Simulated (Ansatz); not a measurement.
## doublet BN(-): levels of theory in one basis

```xyz
2

B     0.0000    0.0000   -0.6892
N     0.0000    0.0000    0.6892
```

Basis set: def2-SVP (spherical functions). Frozen core: 2 orbitals. Correlation on ROHF uses semicanonical orbitals with singles. Charge -1, multiplicity 2.

Computed with Ansatz (development build ahead of 0.2.0); each method stands on the lowest determinant of its kind that the runs found.

```csv
method,E − E(ROHF) (eV),<S²> of the determinant
ROHF,0.00,0.75
UHF,-0.28,1.57
UHF-MP2,-5.36,1.57
UHF-CCSD(T),-7.05,1.57
UHF-CCSDT(Q),-7.24,1.57
```

Task: What does ROHF-MP2 give on the same scale?

Result: -5.49 eV.

Caution: no diffuse functions for an anion. Caution for UHF, UHF-MP2, UHF-CCSD(T), UHF-CCSDT(Q): the unrestricted determinant is a mixture of spin states. Caution for ROHF-MP2: a plain start can end on a higher determinant. Caution for UHF-CCSD(T): another reference gives a lower total.
